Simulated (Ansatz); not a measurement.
## What each rung costs, and what it gives

The pair of H₂O (SMILES O, atoms 1–3) and CH₄S (SMILES CS, atoms 4–9), both closed shells, in one local arrangement (a lower one may exist), relaxed at PBE0-D4/def2-TZVP:

```xyz
9
angstrom
O -0.8458 -0.2988 -1.9813
H -0.9877 0.2302 -1.1827
H -1.0028 0.3017 -2.7125
C 0.9558 -0.0716 0.8711
S -0.6172 0.7820 1.1324
H 1.2815 -0.5753 1.7797
H 1.6803 0.7028 0.6200
H 0.8863 -0.7699 0.0388
H -1.3504 -0.3011 1.4344
```

Interaction energies are counterpoise-corrected; the time is that of the whole pair.

Ansatz 0.2.0; basis: as named in each row; cores frozen in the correlated methods. B3LYP uses VWN-RPA correlation. Extrapolation: Hartree–Fock as exp(−7.88 √X), correlation as X^−2.97.

Times are rough, for one single point on 4 threads of a shared host (Intel Xeon Platinum 8488C).

The estimate by CCSD(T) at an estimated basis limit (MP2 extrapolated from triple and quadruple zeta, plus CCSD(T) − MP2 in triple zeta) is -17.6 kJ/mol.

| method | basis | time (s) | interaction energy (kJ/mol) | method less estimate |
| --- | --- | --- | --- | --- |
| HF | STO-3G | under 1 | 3.6 | 21.3 |
| PBE-D4 | STO-3G | under 1 | -12.5 | 5.1 |
| SPW92 | def2-SVP | under 1 | -30.1 | -12.5 |
| B3LYP-D4 | 6-31G | under 1 | -19.9 | -2.3 |
| PBE-D4 | def2-SVP | under 1 | -20.8 | -3.2 |
| PBE0-D4 | def2-SVP | under 1 | -19.9 | -2.3 |
| CCSD(T) | def2-SVP | under 1 | -9.6 | 8.1 |
| PBE-D4 | def2-TZVPPD | 1 | -21.2 | -3.5 |
| wB97M-V | def2-SVP | 1 | -17.3 | 0.3 |
| revPBE-D4 | def2-TZVPPD | 1 | -18.2 | -0.6 |
| PBE0-D4 | def2-TZVPPD | 1 | -19.9 | -2.2 |
| BLYP-D4 | def2-TZVPPD | 2 | -18.3 | -0.7 |
| B3LYP-D4 | def2-TZVPPD | 2 | -18.6 | -0.9 |
| HSE06-D4 | def2-TZVPPD | 2 | -19.8 | -2.2 |
| r2SCAN-D4 | def2-TZVPPD | 2 | -20.1 | -2.5 |
| B2PLYP | def2-TZVPPD | 3 | -14.7 | 2.9 |
| wB97X-V | def2-TZVPPD | 3 | -18.0 | -0.4 |
| B97M-V | def2-TZVPPD | 4 | -18.1 | -0.5 |
| wB97M-V | def2-TZVPPD | 4 | -17.8 | -0.1 |
| MP2 | def2-QZVPPD | 10 | -17.7 | 0.0 |
| CCSD(T) | def2-TZVPPD | 31 | -15.8 | 1.9 |

T1 diagnostic: at most 0.011.
